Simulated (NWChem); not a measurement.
System: acetonitrile (C$_{2}$H$_{3}$N); SMILES CC#N

The following NWChem deck was run.

```
start job
memory heap 200 mb stack 900 mb global 1100 mb
geometry units angstroms noautoz
  C      0.000000     0.000000    -1.162534
  C      0.000000     0.000000     0.290673
  N      0.000000     0.000000     1.447563
  H      1.019593     0.155513    -1.542979
  H     -0.375118    -0.960750    -1.542979
  H     -0.644475     0.805237    -1.542979
end
basis spherical
  * library 6-31+g*
end
dft
  xc b3lyp
  iterations 150
  mulliken
end
task dft energy
```

Excerpt of the output:

```
             Northwest Computational Chemistry Package (NWChem) 7.3.0
             --------------------------------------------------------

 C3V symmetry detected

                             Geometry "geometry" -> ""
                             -------------------------

 Output coordinates in angstroms (scale by  1.889725989 to convert to a.u.)

  No.       Tag          Charge          X              Y              Z
 ---- ---------------- ---------- -------------- -------------- --------------
    1 C                    6.0000     0.00000000     0.00000000    -1.17493573
    2 C                    6.0000    -0.00000000    -0.00000000     0.27827127
    3 N                    7.0000    -0.00000000    -0.00000000     1.43516127
    4 H                    1.0000     0.72929908     0.72929908    -1.55538073
    5 H                    1.0000     0.26694199    -0.99624107    -1.55538073
    6 H                    1.0000    -0.99624107     0.26694199    -1.55538073

 Effective nuclear repulsion energy (a.u.)      58.4295723247

      Symmetry information
      --------------------

 Group name             C3v
 Group number             17
 Group order               6
 No. of unique centers     4

                                 NWChem DFT Module
                                 -----------------

 Summary of "ao basis" -> "ao basis" (spherical)
 ------------------------------------------------------------------------------
       Tag                 Description            Shells   Functions and Types
 ---------------- ------------------------------  ------  ---------------------
 C                          6-31+g*                  8       18   4s3p1d
 N                          6-31+g*                  8       18   4s3p1d
 H                          6-31+g*                  2        2   2s

      Symmetry analysis of basis
      --------------------------

        a1         26
        a2          0
        e          34

  Rotation of axis

            General Information
            -------------------
          SCF calculation type: DFT
          Wavefunction type:  closed shell.
          No. of atoms     :     6
          No. of electrons :    22
           Alpha electrons :    11
            Beta electrons :    11
          Charge           :     0
          Spin multiplicity:     1
          Use of symmetry is: on ; symmetry adaption is: on
          Maximum number of iterations: 150
          AO basis - number of functions:    60
                     number of shells:    30
          Convergence on energy requested:  1.00D-06
          Convergence on density requested:  1.00D-05
          Convergence on gradient requested:  5.00D-04

              XC Information
              --------------
                         B3LYP Method XC Potential
                     Hartree-Fock (Exact) Exchange  0.200
                        Slater Exchange Functional  0.800 local
                    Becke 1988 Exchange Functional  0.720 non-local
              Lee-Yang-Parr Correlation Functional  0.810
                  VWN I RPA Correlation Functional  0.190 local

             Grid Information
             ----------------
          Grid used for XC integration:  medium
          Radial quadrature: Mura-Knowles
          Angular quadrature: Lebedev.
          Tag              B.-S. Rad. Rad. Pts. Rad. Cut. Ang. Pts.
          ---              ---------- --------- --------- ---------
          C                   0.70       49          11.0       434
          N                   0.65       49          11.0       434
          H                   0.35       45          10.0       434
          Grid pruning is: on
          Number of quadrature shells:   192
          Spatial weights used:  Erf1

      Superposition of Atomic Density Guess
      -------------------------------------

 Sum of atomic energies:        -131.11732296

      Non-variational initial energy
      ------------------------------

 Total energy =    -132.575126
 1-e energy   =    -290.952078
 2-e energy   =      99.947380
 HOMO         =      -0.420657
 LUMO         =       0.044589

      Symmetry analysis of molecular orbitals - initial
      -------------------------------------------------

  Numbering of irreducible representations:

     1 a1          2 a2          3 e

  Orbital symmetries:

     1 a1          2 a1          3 a1          4 a1          5 a1
     6 a1          7 e           8 e           9 a1         10 e
    11 e          12 a1         13 e          14 e          15 a1
    16 e          17 e          18 a1         19 e          20 e
    21 a1

     ---------------------------------------------
      Total Density - Mulliken Population Analysis
     ---------------------------------------------

    Atom       Charge   Shell Charges
 -----------   ------   -------------------------------------------------------
    1 C    6     6.90   2.00  0.71  2.01  0.70  1.21  0.25  0.01  0.03
    2 C    6     5.17   2.00  0.74  1.60  0.42  0.43 -0.08  0.00  0.05
    3 N    7     7.85   2.00  0.88  2.45  1.06  1.39  0.00  0.03  0.04
    4 H    1     0.69   0.45  0.25
    5 H    1     0.69   0.45  0.25
    6 H    1     0.69   0.45  0.25

   convergence    iter        energy       DeltaE   RMS-Dens  Diis-err
 ---------------- ----- ----------------- --------- --------- ---------
 d= 0,ls=0.0,diis     1   -132.6718724465 -1.91D+02  2.33D-02  6.25D-01
 d= 0,ls=0.0,diis     2   -132.3844789975  2.87D-01  1.69D-02  3.14D+00
 d= 0,ls=0.0,diis     3   -132.7571258336 -3.73D-01  1.65D-03  1.14D-02
 d= 0,ls=0.0,diis     4   -132.7581903189 -1.06D-03  5.07D-04  1.52D-03
 d= 0,ls=0.0,diis     5   -132.7583845121 -1.94D-04  1.50D-04  1.21D-04
  Resetting Diis
 d= 0,ls=0.0,diis     6   -132.7583994125 -1.49D-05  4.02D-05  2.16D-06
 d= 0,ls=0.0,diis     7   -132.7583996194 -2.07D-07  1.78D-05  3.15D-07
 d= 0,ls=0.0,diis     8   -132.7583995021  1.17D-07  1.10D-05  1.39D-06
 d= 0,ls=0.0,diis     9   -132.7583996561 -1.54D-07  2.21D-06  4.26D-08

         Total DFT energy =     -132.758399656128
      One electron energy =     -293.359368665835
           Coulomb energy =      120.960201703030
    Exchange-Corr. energy =      -18.788805018049
 Nuclear repulsion energy =       58.429572324726

 Numeric. integr. density =       21.999999253115

                  Occupations of the irreducible representations
                  ----------------------------------------------

                     irrep           alpha         beta
                     --------     --------     --------
                     a1                7.0          7.0
                     a2                0.0          0.0
                     e                 4.0          4.0

                       DFT Final Molecular Orbital Analysis
                       ------------------------------------

 Vector    9  Occ=2.000000D+00  E=-3.700285D-01  Symmetry=a1
              MO Center=  4.9D-16,  1.9D-16,  1.6D+00, r^2= 1.0D+00
   Bfn.  Coefficient  Atom+Function         Bfn.  Coefficient  Atom+Function
  ----- ------------  ---------------      ----- ------------  ---------------
    41      0.503169  3 N  pz                42      0.482476  3 N  s
    23     -0.259596  2 C  pz                38      0.241447  3 N  s
    24     -0.193736  2 C  s                 45      0.179509  3 N  pz
    10     -0.174738  1 C  s                 28      0.140960  2 C  s
    46      0.135148  3 N  s                 20     -0.129806  2 C  s

 Vector   10  Occ=2.000000D+00  E=-3.378659D-01  Symmetry=e
              MO Center= -2.3D-02,  2.9D-02,  6.8D-01, r^2= 1.7D+00
   Bfn.  Coefficient  Atom+Function         Bfn.  Coefficient  Atom+Function
  ----- ------------  ---------------      ----- ------------  ---------------
    39      0.454443  3 N  px                21      0.377172  2 C  px
    43      0.244605  3 N  px                25      0.202568  2 C  px
     3     -0.148594  1 C  px                59      0.114362  6 H  s
    60      0.111595  6 H  s                 55     -0.089681  4 H  s
    56     -0.087512  4 H  s                  7     -0.082192  1 C  px

 Vector   11  Occ=2.000000D+00  E=-3.378659D-01  Symmetry=e
              MO Center=  2.3D-02, -2.9D-02,  6.8D-01, r^2= 1.7D+00
   Bfn.  Coefficient  Atom+Function         Bfn.  Coefficient  Atom+Function
  ----- ------------  ---------------      ----- ------------  ---------------
    40      0.454443  3 N  py                22      0.377172  2 C  py
    44      0.244605  3 N  py                26      0.202568  2 C  py
     4     -0.148594  1 C  py                57      0.117804  5 H  s
    58      0.114955  5 H  s                  8     -0.082192  1 C  py
    55     -0.080276  4 H  s                 56     -0.078334  4 H  s

 Vector   12  Occ=0.000000D+00  E=-9.537367D-03  Symmetry=a1
              MO Center= -5.0D-15, -1.3D-15, -1.5D+00, r^2= 8.0D+00
   Bfn.  Coefficient  Atom+Function         Bfn.  Coefficient  Atom+Function
  ----- ------------  ---------------      ----- ------------  ---------------
    28      4.013612  2 C  s                 10     -1.608719  1 C  s
    46     -1.365295  3 N  s                 13     -1.120052  1 C  pz
     6     -0.451819  1 C  s                 27      0.414439  2 C  pz
    42     -0.371714  3 N  s                 31     -0.342368  2 C  pz
    49      0.330759  3 N  pz                24      0.254004  2 C  s

[...]
```

Level: B3LYP/6-31+G* (spherical d). Structure relaxed at the PBE0/def2-SVP level.
